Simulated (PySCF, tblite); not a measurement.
# C3H6FN2+: vibronic structure

What do calculations give for the vibronic structure of C3H6FN2+ (`N/C(F)=C/C=[NH2+]`)?

Computed with tblite 0.8.0 and PySCF 2.14.0 and routines of our own; the level stands in each step. Atoms count from 0.

### 1 The starting structure

12 atoms, charge 1, multiplicity 1; geometry from: force field or distance geometry start.

### 2 Relaxing the molecule with GFN2-xTB

What the job is given:

```
{"job": {"kind": "relax", "xc": "GFN2-xTB", "basis": "xTB"}, "charge": 1, "multiplicity": 1}
N      2.293500     0.065800    -0.252200
C      0.962200     0.175600     0.011800
F      0.624500     1.110100     0.928900
C     -0.002700    -0.566500    -0.531100
C     -1.432000    -0.421400    -0.179900
N     -1.917900     0.425300     0.643700
H      2.938300     0.689900     0.217000
H      2.657600    -0.600600    -0.909000
H      0.243200    -1.345000    -1.251200
H     -2.141400    -1.092900    -0.696600
H     -1.307700     1.073700     1.151300
H     -2.916400     0.485300     0.841200
```

Launch:

```sh
$ OMP_NUM_THREADS=1 python excited_run.py task.json out
```

This one command runs all jobs of the session in turn.

The log of the run:

```text
step      E/eV     max force
  0    -533.45157    4.010
  1    -533.62244    2.356
  2    -533.69359    0.616
  3    -533.71232    0.439
  4    -533.72342    0.374
  5    -533.72782    0.195
  6    -533.73159    0.167
  7    -533.73538    0.171
  8    -533.73697    0.080
  9    -533.73765    0.086
 10    -533.73846    0.090
 11    -533.73937    0.104
 12    -533.74026    0.106
 13    -533.74112    0.101
 14    -533.74214    0.100
 15    -533.74330    0.111
 16    -533.74416    0.087
 17    -533.74456    0.051
 18    -533.74474    0.032
 19    -533.74487    0.037
 20    -533.74495    0.030
 21    -533.74500    0.022
 22    -533.74504    0.022
 23    -533.74508    0.026
 24    -533.74514    0.031
 25    -533.74519    0.021
 26    -533.74522    0.011
 27    -533.74523    0.009
```

Wall time 0.15 s (1 thread of Intel Xeon Platinum 8259CL at 2.50GHz, shared host).

Step by step:

```csv
step,energy from step 0 (eV),largest force (eV/Å)
0,0.0000,4.0103
1,-0.1709,2.3562
2,-0.2420,0.6160
3,-0.2608,0.4389
4,-0.2719,0.3739
5,-0.2763,0.1950
6,-0.2800,0.1670
7,-0.2838,0.1707
8,-0.2854,0.0804
9,-0.2861,0.0860
10,-0.2869,0.0904
11,-0.2878,0.1036
12,-0.2887,0.1057
13,-0.2896,0.1011
14,-0.2906,0.0995
15,-0.2917,0.1110
16,-0.2926,0.0871
17,-0.2930,0.0511
18,-0.2932,0.0322
19,-0.2933,0.0368
20,-0.2934,0.0301
21,-0.2934,0.0224
22,-0.2935,0.0221
23,-0.2935,0.0265
24,-0.2936,0.0309
25,-0.2936,0.0210
26,-0.2937,0.0115
27,-0.2937,0.0095
```

Distances of close pairs at the start and the end, largest changes first:

```csv
bond,before (Å),after (Å),change (Å)
C3–C4,1.479,1.391,-0.088
C1–C3,1.333,1.384,+0.051
N0–C1,1.362,1.316,-0.046
C4–N5,1.277,1.308,+0.031
C1–F2,1.352,1.327,-0.025
C4–H9,1.105,1.084,-0.021
N5–H10,1.025,1.012,-0.013
C3–H8,1.089,1.078,-0.011
```

The final coordinates are the input of the step that follows.

### 3 Infrared spectrum with GFN2-xTB

What the job is given:

```
{"job": {"kind": "ir", "xc": "GFN2-xTB", "basis": "xTB"}, "charge": 1, "multiplicity": 1}
N      2.275914     0.062997    -0.258160
C      0.998115     0.186479     0.029449
F      0.741008     1.132591     0.923832
C     -0.044276    -0.554361    -0.499173
C     -1.393409    -0.417684    -0.189210
N     -1.942134     0.424143     0.648709
H      2.955679     0.661945     0.192766
H      2.602967    -0.620548    -0.923705
H      0.221585    -1.309246    -1.220795
H     -2.073616    -1.087683    -0.702709
H     -1.398602     1.092165     1.180732
H     -2.942033     0.428514     0.792238
```

The log of the run:

```text
mode    cm-1     km/mol
  1     110.3     14.33
  2     201.1     11.70
  3     251.0      3.53
  4     363.1      3.08
  5     448.1      5.73
  6     520.2     31.86
  7     560.4    245.49
  8     593.6      0.75
  9     634.2      0.26
 10     651.1    279.24
 11     681.6      1.66
 12     811.1     72.68
 13     904.4     29.95
 14     943.7      0.06
 15     962.5     18.66
 16    1053.3     13.59
 17    1138.5     22.98
 18    1291.9     50.94
 19    1336.2     66.96
 20    1351.0     12.19
 21    1433.3      1.71
 22    1468.2    120.31
 23    1603.8   1553.60
 24    1633.9    111.09
 25    3057.5      7.01
 26    3124.9      2.98
 27    3401.9    262.90
 28    3414.8    167.77
 29    3459.3     98.67
 30    3481.6     95.35
```

Wall time 0.33 s (1 thread of Intel Xeon Platinum 8259CL at 2.50GHz, shared host).

The strongest bands and the atoms that carry them (share of the mass-weighted mode):

```csv
cm⁻¹,km/mol,atoms
560,245.5,"H6 62 %, N0 18 %, H7 10 %"
651,279.2,"H10 45 %, N5 22 %, H11 21 %"
1468,120.3,"C3 24 %, N0 17 %, C1 13 %, H6 11 %"
1604,1553.6,"C4 31 %, C3 25 %, C1 24 %"
1634,111.1,"C1 34 %, C4 28 %, N5 14 %, N0 12 %"
3402,262.9,"H10 59 %, H11 23 %, H6 11 %"
3415,167.8,"H6 65 %, H7 17 %, H10 11 %"
3459,98.7,"H11 67 %, H10 24 %"
```

### 4 Vibronic structure: TDDFT CAM-B3LYP/def2-SVP

Settings changed since step 3:

```diff
@@ -1,2 +1,2 @@
-{"job": {"kind": "ir", "xc": "GFN2-xTB", "basis": "xTB"}, "charge": 1, "multiplicity": 1}
+{"job": {"kind": "vib", "xc": "CAM-B3LYP", "basis": "def2-SVP", "tda": false}, "charge": 1, "multiplicity": 1}
 N      2.275914     0.062997    -0.258160
```

With the program's defaults for keys left out, this is: TDDFT CAM-B3LYP/def2-SVP vertical-gradient vibronic structure (displaced harmonic oscillators, Condon), gas phase.

The log of the run:

```text
final grid: 45912 points
cycle   1  E = -326.5849197208  dE =  1.369e+00  |g| = 5.832e-01  |ddm| = 3.638e+00
cycle   2  E = -326.5811145698  dE =  3.805e-03  |g| = 6.591e-01  |ddm| = 9.725e-01
cycle   3  E = -326.6566256800  dE = -7.551e-02  |g| = 6.961e-02  |ddm| = 5.358e-01
cycle   4  E = -326.6573115688  dE = -6.859e-04  |g| = 3.570e-02  |ddm| = 8.065e-02
cycle   5  E = -326.6575763037  dE = -2.647e-04  |g| = 5.246e-03  |ddm| = 3.403e-02
cycle   6  E = -326.6575817128  dE = -5.409e-06  |g| = 2.480e-03  |ddm| = 6.251e-03
cycle   7  E = -326.6575830582  dE = -1.345e-06  |g| = 4.411e-04  |ddm| = 2.261e-03
cycle   8  E = -326.6575831284  dE = -7.022e-08  |g| = 1.483e-04  |ddm| = 8.408e-04
cycle   9  E = -326.6575831357  dE = -7.294e-09  |g| = 4.608e-05  |ddm| = 2.786e-04
cycle  10  E = -326.6575831367  dE = -9.688e-10  |g| = 2.365e-05  |ddm| = 1.073e-04
converged SCF energy = -326.6575831367

Singlet excitations (eV, f): 5.188 (0.5335)  7.455 (0.0009)  8.173 (0.0005)  8.326 (0.0007)  8.560 (0.0661)  8.598 (0.0025)

State S1  5.1875 eV  f = 0.53351  H->L 0.98
  relaxed dipole 1.425 D, largest gradient of the excitation energy 0.0373 Eh/bohr
  mode    cm-1        S   lambda/meV  Raman
   11    681.6    0.8202      69.3   1.000
   13    904.4    0.3404      38.2   0.731
   19   1336.2    0.1773      29.4   0.831
   17   1138.5    0.2039      28.8   0.694
    4    363.1    0.3804      17.1   0.132
   20   1351.0    0.0285       4.8   0.136
   21   1433.3    0.0263       4.7   0.142
    5    448.1    0.0701       3.9   0.037
   16   1053.3    0.0132       1.7   0.038
   14    943.7    0.0136       1.6   0.032
    2    201.1    0.0464       1.2   0.005
  reorganisation energy 0.2046 eV, total S 2.137, 0-0 4.9829 eV
  absorption maximum 5.073 eV, width 0.360 eV

State S5  8.5602 eV  f = 0.06610  H-1->L 0.93
  relaxed dipole 2.375 D, largest gradient of the excitation energy 0.1789 Eh/bohr
  mode    cm-1        S   lambda/meV  Raman
   24   1633.9    2.2930     464.5   1.000
   23   1603.8    0.5867     116.7   0.246
    5    448.1    1.1916      66.2   0.039
   13    904.4    0.5525      62.0   0.074
   22   1468.2    0.1557      28.3   0.055
   11    681.6    0.3024      25.6   0.023
   17   1138.5    0.1724      24.3   0.037
   20   1351.0    0.1176      19.7   0.035
   18   1291.9    0.1154      18.5   0.031
   19   1336.2    0.0965      16.0   0.028
    2    201.1    0.3908       9.7   0.003
   16   1053.3    0.0407       5.3   0.007
  reorganisation energy 0.8632 eV, total S 6.083, 0-0 7.6970 eV
  absorption maximum 8.506 eV, width 0.906 eV

State T1  3.0774 eV  f = 0.00000  H->L 0.99
  relaxed dipole 1.655 D, largest gradient of the excitation energy 0.0433 Eh/bohr
  mode    cm-1        S   lambda/meV  Raman
   11    681.6    0.7656      64.7   1.000
   13    904.4    0.2502      28.1   0.575
   19   1336.2    0.1347      22.3   0.676
   17   1138.5    0.1452      20.5   0.529
   24   1633.9    0.0741      15.0   0.556
    4    363.1    0.2655      12.0   0.098
    2    201.1    0.2708       6.8   0.031
   20   1351.0    0.0260       4.4   0.134
   16   1053.3    0.0271       3.5   0.085
    5    448.1    0.0429       2.4   0.024
   25   3057.5    0.0060       2.3   0.158
   23   1603.8    0.0074       1.5   0.054
  reorganisation energy 0.1850 eV, total S 2.025, 0-0 2.8924 eV
  absorption maximum 2.984 eV, width 0.330 eV
```

Wall time 23 s (1 thread of Intel Xeon Platinum 8259CL at 2.50GHz, shared host); peak memory 0.65 GiB.

### 5 Results

```
                                                                                          quantity                     value
                                                         strongest single infrared mode (GFN2-xTB)    1604 cm⁻¹, 1554 km/mol
                                                                      zero-point energy (GFN2-xTB)             58.5 kcal/mol
S1: vertical, reorganisation, 0-0, total S (step 4, TDDFT CAM-B3LYP/def2-SVP, modes from GFN2-xTB)  5.19, 0.20, 4.98 eV; 2.1
S5: vertical, reorganisation, 0-0, total S (step 4, TDDFT CAM-B3LYP/def2-SVP, modes from GFN2-xTB)  8.56, 0.86, 7.70 eV; 6.1
  T1: vertical, reorganisation, 0-0, total S (step 4, TDA CAM-B3LYP/def2-SVP, modes from GFN2-xTB)  3.08, 0.18, 2.89 eV; 2.0
```

What this shows: No mode is imaginary among the 30: a minimum at this level. The strongest single mode, at 1604 cm⁻¹, has its largest shares on C4, C3 and C1 (the list is cut at 3 atoms). GFN2-xTB is a fitted tight-binding method: band positions and strengths are rough. Its intensities can rank the bands wrongly. Some states lie very close; unless symmetry makes them partners, their order is unsure. The vibronic model keeps the ground-state modes (from xTB) and shifts them along the gradient alone, so it can miss much of the relaxation that a full optimisation finds.
